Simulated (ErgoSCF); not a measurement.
# BH3 (borane): a first try and a second

Aim: the energy of BH3 (borane) at PBE/4-31G.

The results are computed with ErgoSCF 3.8.

3 further runs of the same task are left out: 1 that didn't finish, 2 set aside as unsound or not needed.

**1. The system as given**

BH3 has 4 atoms, charge 0, and is taken as a singlet. SMILES: `B`. Geometry: relaxed at PBE0-D4/def2-TZVP.

Bond lengths: B1–H2 1.193 Å, B1–H3 1.193 Å, B1–H4 1.193 Å. Angles: H2–B1–H3 120.0°, H2–B1–H4 120.0°, H3–B1–H4 120.0°.

**2. The input as first written**

Contents of job.ego:

```
# single point, BH3
set_nthreads(1)
molecule_inline Angstrom
B        0.013900      -0.015100      -0.005100
H        0.982200       0.381700       0.568800
H       -0.276200      -1.171800       0.043000
H       -0.664400       0.744900      -0.626900
EOF
XC.type = "LMG"
scf.output_mulliken_pop = 1
tmpdir = "."
basis = "4-31G"
scf.max_number_of_iterations = 89
scf.use_diis = 1
run "PBE"
```

Run with:

```
ergo job.ego
```

The log of the run:

```text
INMA ERGO version 3.8
INMA reading input from file job.ego
INMA B (charge=5.0) 0.026267 -0.028535 -0.009638
INMA H (charge=1.0) 1.856089 0.721308 1.074876
INMA H (charge=1.0) -0.521942 -2.214381 0.081258
INMA H (charge=1.0) -1.255534 1.407657 -1.184669
INMA  type := LMG
INMA  output_mulliken_pop := 1
INMA  basis := 4-31G
INMA Basis really set to 4-31G
INMA  max_number_of_iterations := 89
ERMA Variable use_diis not found.
```

Standard output:

```text
Inline main molecule with 4 atoms.
line 14: Unknown variable at 'use_diis'
line 14: Aborted.
```

Run time: 0.02 s. Hardware: 1 thread of Arm Neoverse V1, shared host.

**3. What went wrong**

The input was rejected.

The telling line is `line 14: Unknown variable at 'use_diis'`. The cause is that the input text is malformed or holds a word that the program doesn't know (`scf.use_diis`).

**4. Second attempt**

Contents of input.ego:

```
# BH3, PBE
set_nthreads("env")
XC.type = "LMG"
tmpdir = "."
basis = "4-31G"
scf.max_number_of_iterations = 150
scf.output_mulliken_pop = 1
molecule_inline Angstrom
B      0.013900    -0.015100    -0.005100
H      0.982200     0.381700     0.568800
H     -0.276200    -1.171800     0.043000
H     -0.664400     0.744900    -0.626900
EOF
run "PBE"
```

Run with:

```
ergo input.ego
```

The log of the run:

```text
[...]
INDF Weighted mixed functional:
[...]
INSC Energy   1 =        -14.28495752164
[...]
INDE PURIFICATION CONVERGED after 29 iterations
[...]
INDE PURIFICATION CONVERGED after 24 iterations
[...]
INDE PURIFICATION CONVERGED after 24 iterations
[...]
INDE PURIFICATION CONVERGED after 24 iterations
[...]
INDE E(LUMO) - E(HOMO) <=          0.21564876156 =          5.86810177224 eV
[...]
INSC Energy   9 =        -26.50918927299  ( diff     -0.000000000106105 )
[...]
RESC CONVERGED after   9 iterations.
RESC FINAL ENERGY:        -26.50918927299
[...]
INSC SCF: dipole_moment_x [atomic units] =       0.00002462
INSC SCF: dipole_moment_y [atomic units] =      -0.00001050
INSC SCF: dipole_moment_z [atomic units] =      -0.00006432
[...]
```

Run time: 0.74 s. Hardware: 1 thread of Arm Neoverse V1, shared host; peak memory 0.26 GiB.

**5. Outcome**

Level: PBE/4-31G.

```
     quantity         value
 total energy  -26.50919 Eh
dipole moment        0.00 D
```
